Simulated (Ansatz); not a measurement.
Species: C₃H₅, net charge 0, doublet state. It need not be the lowest isomer of its formula. 
Geometry from a B3LYP-D3(BJ)/def2-TZVP (Ansatz, an electronic-structure program) optimisation:
SMILES: [CH2]C=C
```xyz
8

C      1.2292     0.0009    -0.1567
C     -0.0488     0.4045     0.1708
H      1.4132    -0.9792    -0.5791
H      2.0821     0.6464    -0.0030
H     -0.1688     1.3993     0.5910
C     -1.1860    -0.3590     0.0055
H     -2.1617     0.0140     0.2820
H     -1.1312    -1.3584    -0.4083
```
Charge 0, spin multiplicity 2.

Property: atomisation energy (electronic, to ground-state atoms), in kJ/mol. Cores are frozen in the correlated levels unless marked. Open shells are spin-unrestricted. No spin-orbit coupling. No relativistic terms. The coupled-cluster limit lacks core correlation, which all-electron functionals hold. CBS marks a two-point X^-3 extrapolation of the correlation energy; Hartree-Fock from the larger set. [CCSD(T)-MP2]/basis is that difference in the basis named.

The UHF reference is spin-contaminated (<S^2> 0.20 over the pure value in the largest basis). 

```json
[
 {"level": "SVWN5/def2-TZVPD", "program": "Ansatz", "atomisation energy (kJ/mol)": "…"},
 {"level": "PBE/def2-TZVPD", "program": "Ansatz", "atomisation energy (kJ/mol)": "3277.5"},
 {"level": "PBE-D4/def2-TZVPD", "program": "Ansatz + dftd4", "atomisation energy (kJ/mol)": "3287.3"},
 {"level": "revPBE/def2-TZVPD", "program": "Ansatz", "atomisation energy (kJ/mol)": "3180.6"},
 {"level": "B3LYP-D4/def2-TZVPD", "program": "Ansatz + dftd4", "atomisation energy (kJ/mol)": "3223.3"},
 {"level": "CAM-B3LYP-D3(BJ)/def2-TZVPD", "program": "Ansatz + dftd3", "atomisation energy (kJ/mol)": "3226.5"},
 {"level": "CAM-B3LYP-D4/def2-TZVPD", "program": "Ansatz + dftd4", "atomisation energy (kJ/mol)": "3226.6"},
 {"level": "wB97X-V/def2-TZVPD", "program": "Ansatz", "atomisation energy (kJ/mol)": "…"},
 {"level": "RI-MP2/CBS(cc-pVTZ,cc-pVQZ)+[CCSD(T)-MP2]/cc-pVTZ", "program": "Ansatz", "atomisation energy (kJ/mol)": "3196.4"}
]
```

Question: What belongs in the gaps?

Answer: 
- SVWN5/def2-TZVPD, atomisation energy (kJ/mol): 3633.9
- wB97X-V/def2-TZVPD, atomisation energy (kJ/mol): 3199.5
